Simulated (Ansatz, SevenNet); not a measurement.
For wurtzite CdSe, the machine-learned potential SevenNet-0 (trained on PBE and PBE+U data) gives:

* **equilibrium lattice constant a**: 4.390 Å
* **c axis length**: 7.183 Å

What does HSE06 (Ansatz, an electronic-structure program, plane waves, PAW) give for the same quantities?


- lattice constant a: 4.348 Å (decreases by 1.0 %)
- lattice parameter c: 7.090 Å (falls by 1.3 %)

For comparison: lattice constant a 4.298 Å (measured, temperature not stated, not corrected to a static lattice; as tabulated in PVEducation, CdSe (wurtzite), citing its ref. 1); lattice parameter c 7.015 Å (measured, temperature not stated, no zero-point or thermal correction; as tabulated in PVEducation, CdSe (wurtzite), citing its ref. 1).

Changes are worked out from the printed values.

Unless a cell is named, each level is at its own relaxed cell (SevenNet-0 29.97, HSE06 29.02 Å³/atom).

Ansatz's density-functional and Hartree–Fock values are scalar-relativistic unless marked +SOC, with PAW data made under PBE.
